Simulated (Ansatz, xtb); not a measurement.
Relative energy of two isomers of C2H2F2

Structure a is `F/C=C\F`, a singlet and structure b is `F/C=C/F`, a singlet. Both are isolated molecules in the gas phase, relaxed with r2SCAN-D4/def2-SVP.

Quicker runs give these differences E(b) − E(a): GFN2-xTB −2.72 kcal/mol; HF/STO-3G +0.16 kcal/mol (at GFN2-xTB geometries); r2SCAN-D4/def2-SVP//GFN2-xTB +0.21 kcal/mol.

Task: Estimate which is lower in electronic energy at CCSD(T)/def2-TZVP, and by roughly how much.

Result: Too close to call at this level: CCSD(T)/def2-TZVP gives E(b) − E(a) = +0.68 kcal/mol.

How the difference moves with the method:

| level | geometry | E(b) − E(a) (kcal/mol) | departure from the last row (kcal/mol) | job, with rough time for the two |
| --- | --- | --- | --- | --- |
| GFN2-xTB | GFN2-xTB | −2.72 | −3.40 | optimisation, 0.06 s |
| HF/STO-3G | GFN2-xTB | +0.16 | −0.53 | single point, 0.16 s |
| r2SCAN-D4/def2-SVP//GFN2-xTB | GFN2-xTB | +0.21 | −0.47 | single point, 1.7 s |
| r2SCAN-D4/def2-SVP | r2SCAN-D4/def2-SVP | +0.23 | −0.45 | optimisation, 9.9 s |
| HF/def2-TZVP | r2SCAN-D4/def2-SVP | +0.71 | +0.02 | part of the CCSD(T) run |
| MP2/def2-TZVP | r2SCAN-D4/def2-SVP | +0.85 | +0.17 | part of the CCSD(T) run |
| CCSD(T)/def2-TZVP | r2SCAN-D4/def2-SVP | +0.68 |  | single point, 24 s |

As drawn, both hold the same kinds of bond in the same numbers.

The largest departure from CCSD(T)/def2-TZVP is that of GFN2-xTB, 3.40 kcal/mol.

With harmonic frequencies from r2SCAN-D4/def2-SVP (ideal gas, rigid rotor, one conformer each, 298.15 K, 1 atm): the zero-point term adds −0.23 kcal/mol; ΔH is +0.51 and ΔG +0.57 kcal/mol.

The correlated steps freeze 4 core orbitals. Codes used: Ansatz 0.2.0, xtb 6.7.1; the last row on 2 threads of Arm Neoverse V2 on a shared host.
